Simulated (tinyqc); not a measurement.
UHF in the sto-6g basis, for CH2, spin multiplicity 3, step by step. One step of it, computed by the program tinyqc.

Problem. Iteration 1: building the Fock matrix. J_ij = sum D_kl (ij|kl) with D = D(alpha) + D(beta), K_ij = sum D_kl (ik|jl) for each spin; F = H + J - K(s); E = tr D H + tr D J / 2 - 0.5 sum_s tr D(s) K(s) + E_nn.

D(alpha) at the start, lower triangle:
```
            1C 1s      1C 2s     1C 2px     1C 2py     1C 2pz      2H 1s     3H 1s
1C 1s    0.420971
1C 2s   -0.268983   1.393671
1C 2px  -0.294276  -0.110917   0.328847
1C 2py  -0.332615   0.097320   0.160372   0.885307
1C 2pz  -0.062597   0.190496  -0.159676   0.069203   1.096232
2H 1s    0.076996  -0.442908   0.228290  -0.529595  -0.243344   1.265134
3H 1s   -0.232244  -0.373245   0.291482  -0.003560  -0.202346  -0.183872  0.874211
```

D(beta) at the start, lower triangle:
```
            1C 1s      1C 2s     1C 2px     1C 2py     1C 2pz      2H 1s     3H 1s
1C 1s    0.369254
1C 2s   -0.167886   1.053481
1C 2px  -0.261609  -0.162106   0.307087
1C 2py  -0.443925   0.266004   0.235027   0.628958
1C 2pz  -0.034577   0.431272  -0.203638   0.230899   0.468346
2H 1s    0.096797  -0.297953   0.199462  -0.423973  -0.634821   1.020947
3H 1s   -0.128099  -0.641476   0.231443   0.198416  -0.124755  -0.140465  0.635173
```

core Hamiltonian H = T + V (hartree), lower triangle:
```
             1C 1s      1C 2s     1C 2px     1C 2py     1C 2pz      2H 1s      3H 1s
1C 1s   -18.723592
1C 2s    -4.301969  -5.445387
1C 2px    0.000000   0.000000  -4.404459
1C 2py    0.000000   0.000000   0.000000  -4.506237
1C 2pz   -0.014190  -0.149771   0.000000   0.000000  -4.464267
2H 1s    -0.636150  -1.638626   0.000000  -1.172833  -0.928125  -3.053275
3H 1s    -0.636150  -1.638626   0.000000   1.172833  -0.928125  -0.399852  -3.053275
```

Two-electron integrals (ij|kl) in chemists' order, unique and non-zero (hartree):
```
(11|11) 3.543743    (21|11) 0.529462    (21|21) 0.100317    (22|11) 0.853596
(22|21) 0.199930    (22|22) 0.624844    (31|31) 0.021271    (32|31) 0.031868
(32|32) 0.138108    (33|11) 0.853598    (33|21) 0.199930    (33|22) 0.624843
(33|33) 0.673218    (41|41) 0.021271    (42|41) 0.031868    (42|42) 0.138108
(43|43) 0.036281    (44|11) 0.853598    (44|21) 0.199930    (44|22) 0.624843
(44|33) 0.600655    (44|44) 0.673218    (51|51) 0.021271    (52|51) 0.031868
(52|52) 0.138108    (53|53) 0.036281    (54|54) 0.036281    (55|11) 0.853598
(55|21) 0.199930    (55|22) 0.624843    (55|33) 0.600655    (55|44) 0.600655
(55|55) 0.673218    (61|11) 0.081523    (61|21) 0.014886    (61|22) 0.029240
(61|33) 0.029131    (61|41) 0.000775    (61|42) 0.001513    (61|44) 0.029336
(61|51) 0.000594    (61|52) 0.001160    (61|54) 0.000158    (61|55) 0.029252
(61|61) 0.002271    (62|11) 0.218070    (62|21) 0.051959    (62|22) 0.181745
(62|33) 0.177243    (62|41) 0.004191    (62|42) 0.029272    (62|44) 0.185749
(62|51) 0.003213    (62|52) 0.022439    (62|54) 0.006520    (62|55) 0.182241
(62|61) 0.007982    (62|62) 0.073588    (63|31) 0.005242    (63|32) 0.027711
(63|43) 0.005544    (63|53) 0.004250    (63|63) 0.008329    (64|11) 0.157080
(64|21) 0.037912    (64|22) 0.140213    (64|33) 0.133382    (64|41) 0.007819
(64|42) 0.048149    (64|44) 0.150393    (64|51) 0.001975    (64|52) 0.015667
(64|54) 0.008790    (64|55) 0.136862    (64|61) 0.006073    (64|62) 0.067191
(64|64) 0.068517    (65|11) 0.120413    (65|21) 0.029062    (65|22) 0.107483
(65|33) 0.102247    (65|41) 0.001975    (65|42) 0.015667    (65|44) 0.106787
(65|51) 0.006756    (65|52) 0.039721    (65|54) 0.009024    (65|55) 0.113416
(65|61) 0.004655    (65|62) 0.051507    (65|64) 0.046139    (65|65) 0.043697
(66|11) 0.388986    (66|21) 0.094431    (66|22) 0.376307    (66|33) 0.357574
(66|41) 0.008676    (66|42) 0.083237    (66|44) 0.392970    (66|51) 0.006651
(66|52) 0.063807    (66|54) 0.027134    (66|55) 0.378374    (66|61) 0.014683
(66|62) 0.202366    (66|64) 0.203035    (66|65) 0.155641    (66|66) 0.774999
(71|11) 0.081523    (71|21) 0.014886    (71|22) 0.029240    (71|33) 0.029131
(71|41) -0.000775   (71|42) -0.001513   (71|44) 0.029336    (71|51) 0.000594
(71|52) 0.001160    (71|54) -0.000158   (71|55) 0.029252    (71|61) 0.002208
(71|62) 0.007510    (71|64) 0.005233    (71|65) 0.004391    (71|66) 0.013626
(71|71) 0.002271    (72|11) 0.218070    (72|21) 0.051959    (72|22) 0.181745
(72|33) 0.177243    (72|41) -0.004191   (72|42) -0.029272   (72|44) 0.185749
(72|51) 0.003213    (72|52) 0.022439    (72|54) -0.006520   (72|55) 0.182241
(72|61) 0.007510    (72|62) 0.051886    (72|64) 0.034490    (72|65) 0.035448
(72|66) 0.110074    (72|71) 0.007982    (72|72) 0.073588    (73|31) 0.005242
(73|32) 0.027711    (73|43) -0.005544   (73|53) 0.004250    (73|63) 0.005460
(73|73) 0.008329    (74|11) -0.157080   (74|21) -0.037912   (74|22) -0.140213
(74|33) -0.133382   (74|41) 0.007819    (74|42) 0.048149    (74|44) -0.150393
(74|51) -0.001975   (74|52) -0.015667   (74|54) 0.008790    (74|55) -0.136862
(74|61) -0.005233   (74|62) -0.034490   (74|64) -0.018358   (74|65) -0.023157
(74|66) -0.069416   (74|71) -0.006073   (74|72) -0.067191   (74|74) 0.068517
(75|11) 0.120413    (75|21) 0.029062    (75|22) 0.107483    (75|33) 0.102247
(75|41) -0.001975   (75|42) -0.015667   (75|44) 0.106787    (75|51) 0.006756
(75|52) 0.039721    (75|54) -0.009024   (75|55) 0.113416    (75|61) 0.004391
(75|62) 0.035448    (75|64) 0.023157    (75|65) 0.029162    (75|66) 0.079247
(75|71) 0.004655    (75|72) 0.051507    (75|74) -0.046139   (75|75) 0.043697
(76|11) 0.047972    (76|21) 0.011517    (76|22) 0.042670    (76|33) 0.041348
(76|44) 0.042397    (76|51) 0.001110    (76|52) 0.008668    (76|55) 0.044266
(76|61) 0.001734    (76|62) 0.016022    (76|64) 0.012751    (76|65) 0.012275
(76|66) 0.042660    (76|71) 0.001734    (76|72) 0.016022    (76|74) -0.012751
(76|75) 0.012275    (76|76) 0.004478    (77|11) 0.388986    (77|21) 0.094431
(77|22) 0.376307    (77|33) 0.357574    (77|41) -0.008676   (77|42) -0.083237
(77|44) 0.392970    (77|51) 0.006651    (77|52) 0.063807    (77|54) -0.027134
(77|55) 0.378374    (77|61) 0.013626    (77|62) 0.110074    (77|64) 0.069416
(77|65) 0.079247    (77|66) 0.246532    (77|71) 0.014683    (77|72) 0.202366
(77|74) -0.203035   (77|75) 0.155641    (77|76) 0.042660    (77|77) 0.774999
```

nuclear repulsion = 4.95267658 hartree

Give: Coulomb J; exchange K(alpha); exchange K(beta); F(alpha); F(beta); total energy of this density.

Solution.

Coulomb J (hartree), lower triangle:
```
          1C 1s    1C 2s   1C 2px   1C 2py  1C 2pz   2H 1s   3H 1s
1C 1s    7.5957
1C 2s    1.5685   4.5205
1C 2px  -0.0311  -0.0582   4.4507
1C 2py  -0.0141   0.0428   0.0276   4.5681
1C 2pz   0.0277   0.1911  -0.0183   0.0233  4.5426
2H 1s    0.2335   1.4429  -0.0068   1.1635  0.9236  3.5503
3H 1s    0.2339   1.3888  -0.0151  -1.0861  0.8786  0.3458  3.2485
```

exchange K(alpha) (hartree), lower triangle:
```
          1C 1s    1C 2s   1C 2px   1C 2py  1C 2pz   2H 1s   3H 1s
1C 1s    1.3490
1C 2s    0.2255   0.8993
1C 2px  -0.2653  -0.0463   0.4369
1C 2py  -0.2399  -0.1010   0.0934   0.7382
1C 2pz  -0.0629   0.0063  -0.0463  -0.0064  0.8716
2H 1s   -0.0179   0.2604   0.0696   0.1540  0.1818  0.7281
3H 1s   -0.0154   0.2769   0.0452  -0.3024  0.1716  0.0285  0.6558
```

exchange K(beta) (hartree), lower triangle:
```
          1C 1s    1C 2s   1C 2px   1C 2py  1C 2pz    2H 1s   3H 1s
1C 1s    1.2345
1C 2s    0.2114   0.5142
1C 2px  -0.2516  -0.0960   0.3357
1C 2py  -0.2848   0.1296   0.1453   0.4213
1C 2pz   0.0153   0.0909  -0.0838   0.0760  0.2975
2H 1s   -0.0032   0.2067   0.0526   0.1646  0.0042   0.5131
3H 1s    0.0098   0.0024  -0.0025  -0.0272  0.0454  -0.0308  0.2223
```

F(alpha) (hartree), lower triangle:
```
           1C 1s    1C 2s   1C 2px   1C 2py   1C 2pz    2H 1s    3H 1s
1C 1s   -12.4769
1C 2s    -2.9589  -1.8242
1C 2px    0.2342  -0.0118  -0.3907
1C 2py    0.2258   0.1438  -0.0657  -0.6764
1C 2pz    0.0764   0.0350   0.0281   0.0298  -0.7932
2H 1s    -0.3848  -0.4561  -0.0764  -0.1634  -0.1864  -0.2311
3H 1s    -0.3868  -0.5267  -0.0603   0.3892  -0.2211  -0.0825  -0.4606
```

F(beta) (hartree), lower triangle:
```
           1C 1s    1C 2s   1C 2px   1C 2py   1C 2pz    2H 1s    3H 1s
1C 1s   -12.3624
1C 2s    -2.9449  -1.4391
1C 2px    0.2206   0.0378  -0.2895
1C 2py    0.2707  -0.0868  -0.1176  -0.3594
1C 2pz   -0.0018  -0.0495   0.0655  -0.0527  -0.2191
2H 1s    -0.3995  -0.4024  -0.0594  -0.1740  -0.0087  -0.0161
3H 1s    -0.4121  -0.2522  -0.0125   0.1140  -0.0950  -0.0233  -0.0271
```

total energy of this density = -22.256822 hartree
